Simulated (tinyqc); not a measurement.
Ways to converge the cycle: SCF convergence aids in the sto-3g basis, for H2F+, spin multiplicity 1. Computed by the program tinyqc with PySCF. RHF with one setting changed at a time; a run stops when the energy changes by less than 1e-09 hartree and the error matrix is below 1e-5. The start is random orbitals. Damping d keeps d of the old density; a shift (hartree) raises the virtual levels; DIIS n extrapolates F over n matrices.

Geometry (angstrom):
```
atom       x        y       z
F     0.0000   0.0000  0.0000
H     0.0000   1.1300  0.7380
H     0.0000  -1.1170  0.7290
```

lowest restricted solution found by these runs and by PySCF = -98.708751 hartree

Largest element of the error matrix X^T (FDS - SDF) X:
```
iteration    plain  damping 0.3  damping 0.6  shift 0.4   DIIS 3   DIIS 8
1          1.0e+01      1.0e+01      1.0e+01    1.0e+01  1.0e+01  1.0e+01
2          3.6e-01      3.0e+00      6.0e+00    4.3e-01  3.6e-01  3.6e-01
3          2.0e-01      9.4e-01      3.6e+00    2.2e-01  2.1e-01  2.1e-01
4          8.4e-02      2.9e-01      2.2e+00    6.5e-02  3.0e-02  3.0e-02
5          3.0e-02      9.1e-02      1.3e+00    4.5e-02  1.3e-02  1.2e-02
6          1.4e-02      2.9e-02      8.0e-01    3.2e-02  4.7e-03  2.8e-03
8          2.7e-03      9.7e-03      2.9e-01    1.7e-02  2.4e-04  1.1e-04
10         8.4e-04      4.8e-03      1.1e-01    8.5e-03  2.3e-05  2.9e-06
14         9.4e-05      1.2e-03      1.4e-02    2.2e-03        -        -
20               -      1.4e-04      3.1e-03    3.1e-04        -        -
30               -            -      4.9e-04    1.1e-05        -        -
45               -            -      3.0e-05          -        -        -
```

How each run ends:
```
run          iterations  E (hartree)         state
plain                19    -98.70875  lowest found
damping 0.3          28    -98.70875  lowest found
damping 0.6          52    -98.70875  lowest found
shift 0.4            31    -98.70875  lowest found
DIIS 3               12    -98.70875  lowest found
DIIS 8               10    -98.70875  lowest found
```

What does the comparison show, and why?

6 of 6 runs reach the lowest restricted solution found, in 10 to 52 iterations (fastest: DIIS 8). Plain steps already contract here, so damping only slows them. DIIS 3 and DIIS 8 gain by cancelling the error over several earlier matrices, much as a quasi-Newton step does.
